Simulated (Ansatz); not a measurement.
A made-up structure of CH₃SSi (charge +1), closed shell:

Si1  (-1.798, 0.474, -0.333)
C2  (-0.096, -0.121, 0.123)
S3  (1.115, 0.526, 1.026)
H4  (-1.228, 0.813, -1.700)
H5  (0.040, -1.167, -0.182)
H6  (-0.439, 0.016, 1.117)
(Å)

It is relaxed with PBE-D4/def2-SVP and then PBE0-D4/def2-TZVP (Ansatz 0.2.0). Atoms count as bonded within 1.22 times the sum of their covalent radii (H–H: 0.88 Å). The end point is not checked to be a true minimum.

Question: Does its bonding change? (Judge from chemistry; the calculation decides.)

Answer: By the calculation: Yes. Formed: Si1–S3, C2–H4; broken: Si1–H4, C2–H6.

Where it ends: The first stage lowers the energy by 4.10 eV in 21 steps. It ends as CH₃SSi ([CH2]1[Si][SH]1), total charge +1:
```tsv
atom	x (Å)	y (Å)	z (Å)
Si1	-2.0034	0.5779	0.1473
C2	-0.4255	-0.0790	-0.6094
S3	0.1850	0.8666	0.8384
H4	-0.0446	0.4064	-1.5109
H5	-0.1789	-1.1400	-0.5998
H6	0.0618	-0.0907	1.7854
```

Labels in which every atom is bracketed show which atoms are joined, not bond orders.

For scale, one of the runs: PBE0-D4/def2-TZVP relaxation, 123 basis functions, launched by `ansatz run in.yaml --threads 2 --pin off --events-out ev --progress --plain --max-ram 4352MiB`. The run took about 12 s on 2 CPU threads of an Intel Xeon Platinum 8559C (shared host).
